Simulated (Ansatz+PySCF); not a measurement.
Results of a calculation; reference values are marked as such.
Several solutions for doublet C2H4(-)

```xyz
6

C     0.0000    0.0000   -0.6653
C     0.0000    0.0000    0.6653
H     0.0000   -0.9311   -1.2403
H     0.0000    0.9311   -1.2403
H     0.0000   -0.9311    1.2403
H     0.0000    0.9311    1.2403
```

Basis set: aug-cc-pVDZ (spherical functions). Charge -1, multiplicity 2.

CASSCF(3,3) was run from several starts with Ansatz (development build ahead of 0.2.0) and PySCF 2.14.0. The starts are those of the Hartree–Fock orbitals from which the active space was taken at the frontier.

```tsv
run	program	start	converged	energy (hartree)	<S²>
A	Ansatz	stability test followed	yes	-78.02966	0.75
B	PySCF	program defaults	yes	-78.00287	0.75
C	Ansatz	search for the lowest state	yes	-78.02966	0.75
D	Ansatz	atomic start, no search	yes	-78.02966	0.75
```

Problem. Which runs reached the lowest solution of this kind, and what is wrong with the others?

Solution. A, C, D reached the lowest solution found. Converged but too high: B by 0.73 eV. Convergence only shows a stationary point; in CASSCF the end hangs on which orbitals enter the active space. Caution: other starts end on other solutions of this active space.
